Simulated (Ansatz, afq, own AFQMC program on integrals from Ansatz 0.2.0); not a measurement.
Two steps: Ansatz 0.2.0 writes the Fock matrix and Cholesky factors of the valence space, and afq projects on them the lowest state that overlaps trial and start.

```yaml
crystal:
  periodic: [false, false, false]
  atoms:
    - {symbol: Ge, position_ang: [0.000000, 0.000000, 0.222361]}
    - {symbol: C, position_ang: [0.000000, 0.000000, -1.220639]}
    - {symbol: H, position_ang: [0.000000, 1.285282, 1.045346]}
    - {symbol: H, position_ang: [0.000000, -1.285282, 1.045346]}
    - {symbol: H, position_ang: [0.000000, 0.923283, -1.785252]}
    - {symbol: H, position_ang: [0.000000, -0.923283, -1.785252]}
basis:
  gaussian: {orbitals: 6-31G}
magnetization: {spin_polarized: false}
correlation: {method: ccsd_t, electrons: outside_noble_gas, hamiltonian_folder: ham}
```

```sh
$ ansatz run in.yaml --threads 1 --pin off --events-out ev --progress --plain --max-ram 1382MiB
```

afq runs on the folder ham with

```
--method phaseless --trial cisd --walkers 90 --populations 1 --least-time 40 --time-step 0.005 --steps-per-block 50 --equilibration-blocks 28 --max-blocks 300 --target-error 0.00042 --factor-cut 1e-05 --seed 3999 --release-times 0.24,0.51,0.99,1.62,2.4 --release-step 0.03 --release-every 4 --taylor-order 6
```

Times are imaginary, in 1/Eh. The walk had a cap of 508 s. Filled inner d shells are frozen with the cores.

Log:

```
orbitals 31  electrons 6 6  factors 270 of 510
reference energy -2115.01058139 Eh
CCSD correlation -0.17280021 Eh in 8 cycles, weight of the determinant in the CISD state 0.9018
energy of the start -2115.183382 Eh
 block  time / (1/Eh)  mean weight  energy / Eh
     1     0.250  1.0002  -2115.180982
     2     0.500  1.0000  -2115.181616
     3     0.750  0.9989  -2115.183438
     4     1.000  1.0015  -2115.184528
     5     1.250  1.0007  -2115.186278
    10     2.500  1.0007  -2115.185885
    29     7.250  1.0008  -2115.191654
    49    12.250  0.9987  -2115.185657
    69    17.250  0.9984  -2115.187351
    89    22.250  1.0019  -2115.192633
   101    25.250  1.0002  -2115.198511
   109    27.250  0.9999  -2115.195533
   129    32.250  1.0001  -2115.183766
   149    37.250  0.9993  -2115.193896
   169    42.250  1.0001  -2115.187832
   185    46.250  1.0016  -2115.187228
blocks merged  error / Eh  count
     1  0.000221  160
     2  0.000277  80
     4  0.000330  40
     8  0.000352  20
    16  0.000325  10
released: time / (1/Eh)  energy / Eh  error  mean overlap
  0.24  -2115.187859  0.000403  1.0025
  0.51  -2115.187361  0.000405  1.0111
  0.99  -2115.187522  0.000265  1.0205
  1.62  -2115.187913  0.000303  1.0217
  2.40  -2115.188161  0.000357  1.0320
energy -2115.188060 +/- 0.000352 Eh
(rows thinned)
```

The run passed its tests (sampling time, drift between the halves within three errors, error under three times the target), which doesn't prove that it has relaxed.

Against this walk (error 9.6 meV) on the same determinant: CCSD(T) 20.2 meV higher. The error is statistical and leaves out the bias of the constraint. None of these is a sure reference here. The released energies are still falling (meV from the phaseless value at times in 1/Eh: 5 ± 11 at 0.24, 19 ± 11 at 0.51, 15 ± 7 at 0.99, 4 ± 8 at 1.62, -3 ± 10 at 2.40), so they give no level.

Cautions: constraint bias not in the error; no relativity below Rb; no spin-orbit coupling; inner d shell frozen.

The walk took 110 s on 1 thread of Arm Neoverse V2, on a shared host. The log's last line is the phaseless energy.

A walk keeps the symmetry of its determinant, which the program's search chose and which needn't be the lowest solution, so a lower state of the same spin and another symmetry isn't excluded.
